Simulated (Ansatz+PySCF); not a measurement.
Results of a calculation; reference values are marked as such.
Input for PySCF 2.14.0:

```python
from pyscf import gto, scf, mp

mol = gto.M(atom="""
Li 0.000000 0.000000 -3.065840
Li 0.000000 0.000000 3.065840
""", basis='6-31g', charge=0, spin=0)
mf = scf.RHF(mol)
mf.kernel()
pt = mp.MP2(mf, frozen=None).run()
print(mf.e_tot, pt.e_corr, pt.e_tot)
```

The script is written out from the run's settings.

Output:

* Converged: yes
* Reference energy: -14.80536 hartree
* Correlation energy: -0.03095 hartree
* Total energy: -14.83631 hartree

Caution: large amplitudes, a single reference is doubtful; an unrestricted determinant lies well below.
